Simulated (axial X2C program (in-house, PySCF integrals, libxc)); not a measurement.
## Correcting the dissociation energy of Al₂⁺ for spin–orbit coupling

A spin-free CCSD(T) curve (one-electron X2C) was computed with an in-house relativistic program for diatomic molecules, basis Al dyall-v3z [8s8p2d1f] (cores contracted in-house), for the state M_S = 1/2, Λ = 0 (beyond evenly filled blocks: σα). It gives D0 = 1.384 eV to Al+ + Al, which in a spin-free picture are the weighted means of the ground terms.

Correlated methods: 5 electrons correlated (number of frozen shells: Al 2 s, 1 p), 143 virtual spin orbitals or spinors in MP2, 89 natural virtuals in coupled cluster.

Measured levels of the ground terms (NIST Handbook of Basic Atomic Spectroscopic Data), in cm⁻¹: Al+ 1S: J = 0 at 0; Al 2P: J = 1/2 at 0, J = 3/2 at 112.1.

The molecular state has Λ = 0, so it has no first-order lowering.

(1) How far does each ground level lie under the (2J+1)-weighted mean of its term?

(2) Correct D0.

Second-order spin–orbit effects in the molecule, which grow quickly with Z, are left out. One determinant describes the state; a PBE0 search over occupations chose it and may have missed a lower one. Dissociation energies refer to the lowest single-determinant-based atoms at the same level and basis. Coupled cluster ran in a truncated set of natural virtual spinors; the MP2 energy of the rest was added. (T) has no such correction and the atoms are truncated less, which lowers De at CCSD(T) by a hundredth of an eV or more.

Answers

(1) Al+: a single level, 0; Al: (2 × 0 + 4 × 112.1)/6 = 75 cm⁻¹.

(2) D0 = 1.384 + (0 − 75)/8065.5 = 1.375 eV at CCSD(T) with these spin–orbit terms. The direct two-component run gives 1.376 eV; the difference holds second-order terms in the molecule, scalar two-electron terms, the gap between measured and computed atomic splittings (a 2c atom can miss part of its lowering) and, in coupled cluster, the truncation of each run.
